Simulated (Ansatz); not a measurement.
**Structure relaxation of AgO3**

These are results of DFT PBE, scalar-relativistic, plane waves, PAW in Ansatz, not measurements. Cutoff 420 eV, Γ-centred k mesh, Gaussian smearing, no spin polarisation in the final step.

The start puts AgO3 on the Ni3Sn (D0_19) structure type (P6_3/mmc, No. 194), with Ag in place of Sn, O in place of Ni, at a guessed volume.

```yaml
crystal:
  lattice:
    - [4.97490, 0.00000, 0.00000]
    - [-2.48745, 4.30839, 0.00000]
    - [0.00000, 0.00000, 3.99312]
  atoms:
    - { symbol: Ag, position: [0.33333, 0.66667, 0.25000] }
    - { symbol: Ag, position: [0.66667, 0.33333, 0.75000] }
    - { symbol: O, position: [0.83300, 0.66600, 0.25000] }
    - { symbol: O, position: [0.16700, 0.83300, 0.75000] }
    - { symbol: O, position: [0.33400, 0.16700, 0.25000] }
    - { symbol: O, position: [0.16700, 0.33400, 0.75000] }
    - { symbol: O, position: [0.83300, 0.16700, 0.25000] }
    - { symbol: O, position: [0.66600, 0.83300, 0.75000] }
```

Cell and atoms relax at zero pressure; the relaxation can't lower the symmetry of the start. After a coarse first stage the cell is made exact in the group found at 0.06 Å.

Formation energies are uncorrected and refer to the elements' standard structures at the same level (O₂ as a molecule).

(1) What does it relax into?

(2) What are its volume, energy, density and gap?

## Answers

(1) It keeps P6_3/mmc (No. 194), but not the shape of the type it started on. Conventional cell: a = 4.274 Å, c = 6.743 Å. Ag has 6 O at 2.14 Å; O has 4 O at 2.13–2.14 Å and 2 Ag at 2.14 Å.

```
Ag O
1.0
     4.27436    0.00000    0.00000
    -2.13718    3.70170    0.00000
     0.00000    0.00000    6.74271
Ag O
2 6
Cartesian
  0.0000 2.4678 1.6857
  2.1372 1.2339 5.0570
  2.1372 2.4636 1.6857
  -1.0650 3.0827 5.0570
  1.0722 0.6190 1.6857
  0.0000 1.2381 5.0570
  3.2022 0.6190 1.6857
  1.0650 3.0827 5.0570
```

(2) The volume per atom is 13.3 Å³, the density is 4.9 g/cm³ and the energy over the elements is 1.09 eV/atom. The gap on the 12×12×6 mesh is 0 eV (a metal).

The final run used a 12×12×6 mesh on its 8-atom cell and 0.10 eV smearing. The k mesh leaves about 4 meV/atom of noise in metals. Weakly bound directions are ill-defined at this level, which has no dispersion term. Symmetry constrained the relaxation, so the result can be a saddle point.

Cost: 3 runs of about 10 core-minutes in all, on Intel Xeon Platinum 8259CL (Skylake/Cascade Lake) (shared hosts).